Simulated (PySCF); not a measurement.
A PySCF script (with the pyscf-properties extension) for the NMR shieldings of Sodium diatomic, Na₂, on a PBE0-D3(BJ)/def2-TZVP geometry:

```python
import basis_set_exchange as bse
import numpy as np
from pyscf import gto, dft
from pyscf.prop import nmr

atoms = """
Na    1.557185   -0.042088    0.004971
Na   -1.541697    0.011979   -0.017749
"""
names = dict.fromkeys(["Na"], "pcSseg-2")
basis = {el: gto.basis.parse(bse.get_basis(n, elements=[el], fmt="nwchem")) for el, n in names.items()}
mol = gto.M(atom=atoms, basis=basis, charge=0, verbose=0)
mf = dft.RKS(mol, xc="HYB_GGA_XC_B97_2")
mf.grids.level = 2
mf.grids.alignment = dft.numint.BLKSIZE   # the property module wants whole blocks of grid points
mf.conv_tol = 1e-9
mf.kernel()

calc = nmr.RKS(mf)   # GIAO
C = mf.mo_coeff
Co = C[:, mf.mo_occ > 0]
resp = mf.gen_response(singlet=True, hermi=2)
def vind(x):   # induced exchange potential for any number of trial vectors
    d = np.einsum("pi,xij,qj->xpq", C, 2 * x.reshape(-1, C.shape[1], Co.shape[1]), Co, optimize=True)
    return np.einsum("xpq,pi,qj->xij", resp(d - d.transpose(0, 2, 1)), C, Co, optimize=True).ravel()
mo1, _ = nmr.rhf.solve_mo1(calc, with_cphf=vind)
sigma = calc.kernel(mo1)
for i, s in enumerate(sigma):   # ppm
    w = np.linalg.eigvalsh((s + s.T) / 2)
    print("%2d %-2s iso %8.1f  s11 %8.1f  s22 %8.1f  s33 %8.1f" % (i, mol.atom_pure_symbol(i), w.mean(), *w))
```

Q: What are the results?

A: 
```
 0 Na iso    608.4  s11    596.9  s22    596.9  s33    631.5
 1 Na iso    608.4  s11    596.9  s22    596.9  s33    631.5
```

These numbers come from an equivalent density-fitted implementation of the same equations, which agrees with the script to about 0.01 ppm for H and up to a few tenths of a ppm for heavy atoms, so last digits may differ.

Size and cost of the density-fitted run: 56 basis functions, 1.1 s wall time on 1 thread of an Arm Neoverse N1, shared host; peak memory 0.29 GiB.
